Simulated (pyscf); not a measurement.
## Four-centre exchange: HO–B(Cl)–Cl (SMILES OB(Cl)Cl) + SiH₄ (SMILES [SiH4]) -> H₂O (SMILES O) + H₃Si–B(Cl)–Cl (SMILES [SiH3]B(Cl)Cl)

Gas phase, singlet surface, charge 0. Bonds broken: O1–B2, Si6–H7. Bonds formed: O1–H7, B2–Si6. Single points on ωB97X-D3(BJ)/def2-SVP structures (PySCF, gas phase).

Transition state (Å):

```xyz
10

O     -0.3294    -0.9515     1.1566
B     -1.1787    -0.5835    -0.0861
Cl    -1.0066    -1.7996    -1.3919
Cl    -2.8516    -0.0895     0.3973
H     -0.8416    -0.7307     1.9505
Si    -0.2976     1.2343    -0.9507
H     -0.0860     0.0845     0.5246
H     -1.2951     1.3614    -2.0423
H     -0.3349     2.4594    -0.0958
H      1.0719     1.0605    -1.5135
```

One imaginary mode, 1442i cm⁻¹; descent along it reached the two sides named, in the forms told below.

```csv
bond,change,reactant side (Å),saddle,product side
O1–B2,breaks,1.342,1.550,1.697
Si6–H7,breaks,1.492,1.882,3.6
O1–H7,forms,3.1,1.238,0.974
B2–Si6,forms,3.7,2.197,2.020
```

Electronic energies relative to the separated reactants (kcal/mol):

```csv
level,barrier,reaction energy,reverse barrier
ωB97X-D3(BJ)/def2-TZVP,53.2,+34.8,18.3
PBE/def2-TZVP,47.9,+34.6,13.3
r²SCAN/def2-TZVP,51.3,+37.2,14.0
B3LYP-D3(BJ)/def2-TZVP,56.0,+36.6,19.4
PBE0-D3(BJ)/def2-TZVP,49.4,+34.9,14.5
M06-2X/def2-TZVP,56.0,+38.2,17.8
ωB97M-D3(BJ)/def2-TZVP,56.4,+37.9,18.5
HF/def2-TZVP,83.3,+41.9,41.4
```

With ωB97M-D3(BJ)/def2-TZVP energies and thermal terms (ideal gas, 1 atm, RRHO with modes under 100 cm⁻¹ raised to 100, one conformer, R ln 2 for chiral ones without a mode under 150 cm⁻¹), in kcal/mol:

```
T (K)   ΔH‡   ΔG‡     ΔH     ΔG
-----  ----  ----  -----  -----
298    55.8  66.2  +38.7  +37.1
600    56.6  76.4  +39.3  +35.2
900    57.3  86.1  +39.5  +33.1
1200   58.1  95.6  +39.4  +31.0
```

On the product side the descent ends in an adduct with a B–O contact, 11.2 kcal/mol under the separated species and 29.5 kcal/mol under the saddle at ωB97X-D3(BJ)/def2-TZVP. What is counted as broken (B–O) persists as a longer contact in the product adduct; parting that adduct is a step of its own. The same reactants have a lower exit, to HO–SiH₃ + Cl–BH–Cl (barrier +22.1 kcal/mol at ωB97M-D3(BJ)/def2-TZVP, against +56.4 kcal/mol here). This is the saddle that the search found; another between the same sides may lie lower.
